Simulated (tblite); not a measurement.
Acetylene, C₂H₂.
SMILES with atom numbers: `[CH:1]#[CH:2]` (hydrogens: H3 on C1; H4 on C2)

Computed values, GFN2-xTB/tblite, gas phase, harmonic and unscaled. The method is semi-empirical: single wavenumbers can be off by several per cent or more.

Harmonic wavenumbers (cm⁻¹): 492.2, 492.6, 848.9, 849.1, 2155.9, 3351.9, 3428.1.

B = 36056 MHz (linear); mass 26.016 u (most abundant isotopes); point group D∞h, symmetry number 2.

Q: What is the zero-point energy?

A: Half the sum of the wavenumbers: 5809 cm⁻¹ = 16.61 kcal/mol.

Q: Give the ideal-gas entropy at 350 K and 1 bar in the rigid-rotor, harmonic-oscillator model (classical rotation).

A: Translation 36.53, rotation 11.16, vibration 2.35: S = 50.0 cal/(mol K).

Q: And Cp and H(350 K) − H(0)?

A: Cp = 11.40 cal/(mol K), of which vibrations give 4.45 (their classical limit is 7 R = 13.9); H(350 K) − H(0) = 3.02 kcal/mol without the zero-point energy, 0.58 from vibrations.

Q: How do the functions run with temperature in this model?

A: 
| T (K) | S (cal/(mol K)) | Cp (cal/(mol K)) | H − H(0) (kcal/mol) | G − H(0) (kcal/mol) | ln q(vib) |
| --- | --- | --- | --- | --- | --- |
| 150 | 42.0 | 7.8 | 1.07 | -5.23 | 0.02 |
| 250 | 46.5 | 9.8 | 1.95 | -9.67 | 0.14 |
| 298.15 | 48.3 | 10.6 | 2.44 | -11.95 | 0.23 |
| 400 | 51.6 | 12.0 | 3.60 | -17.04 | 0.47 |
| 600 | 56.8 | 13.7 | 6.19 | -27.90 | 1.02 |
| 900 | 62.7 | 15.5 | 10.58 | -45.88 | 1.85 |

q(vib) and H(0) count from the zero-point level.

Q: What must be added to the electronic energy to get the Gibbs energy at 350 K and 1 bar?

A: ZPE + [H(350 K) − H(0)] − T·S = 16.61 + 3.02 − 17.51 = 2.12 kcal/mol.

Q: Which modes carry the vibrational entropy at 350 K?

A: 492.2 cm⁻¹: 0.89; 492.6 cm⁻¹: 0.89; 848.9 cm⁻¹: 0.28; 849.1 cm⁻¹: 0.28; 2155.9 cm⁻¹: 0.00; 3351.9 cm⁻¹: 0.00 cal/(mol K); the other 1 give 0.00 together.

Run on one thread of an Arm Neoverse V2, no GPU, on a shared host. This covers the Hessian and the dipole derivatives.
